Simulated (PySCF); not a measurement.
Molecule (SMILES): FCl (F-Cl).
Geometry (B3LYP-D3(BJ)/def2-TZVP, fixed):
```xyz
2

F      0.0000     0.0000    -1.0729
Cl     0.0000     0.0000     0.5680
```
Charge 0, spin multiplicity 1.

How fast the lowest singlet excitation energy converges with the basis for several methods (PySCF): deviation from each method's own reference, in eV. References: CAM-B3LYP 4.035 eV, the value in aug-pcseg-3; PBE 3.880 eV, the value in aug-pcseg-3; PBE0 4.074 eV, the value in aug-pcseg-3. All functions are spherical. Density fitting with generated auxiliary sets. No added dispersion term, no relativity. Tamm-Dancoff approximation, the state taken by its order.

| basis | functions | CAM-B3LYP | PBE | PBE0 |
|---|---|---|---|---|
| pcseg-0 | 22 | (withheld) | 0.260 | 0.258 |
| cc-pV(D+d)Z | 37 | (withheld) | 0.082 | 0.074 |
| aug-pcseg-1 | 50 | (withheld) | 0.021 | 0.013 |
| def2-TZVP | 68 | (withheld) | 0.052 | 0.042 |
| def2-TZVPD | 86 | (withheld) | -0.003 | -0.003 |
| def2-TZVPPD | 91 | (withheld) | -0.003 | -0.003 |
| aug-pcseg-2 | 96 | (withheld) | 0.018 | 0.018 |
| aug-pcseg-3 | 174 | (withheld) | 0.000 | 0.000 |

### Question
Some entries are withheld; supply them.

### Answer

- pcseg-0, CAM-B3LYP: 0.301
- cc-pV(D+d)Z, CAM-B3LYP: 0.107
- aug-pcseg-1, CAM-B3LYP: 0.019
- def2-TZVP, CAM-B3LYP: 0.047
- def2-TZVPD, CAM-B3LYP: -0.003
- def2-TZVPPD, CAM-B3LYP: -0.003
- aug-pcseg-2, CAM-B3LYP: 0.018
- aug-pcseg-3, CAM-B3LYP: 0.000

Mean absolute deviation over def2-TZVP, def2-TZVPD, def2-TZVPPD, aug-pcseg-2: PBE0 0.016, CAM-B3LYP 0.018, PBE 0.019 eV.
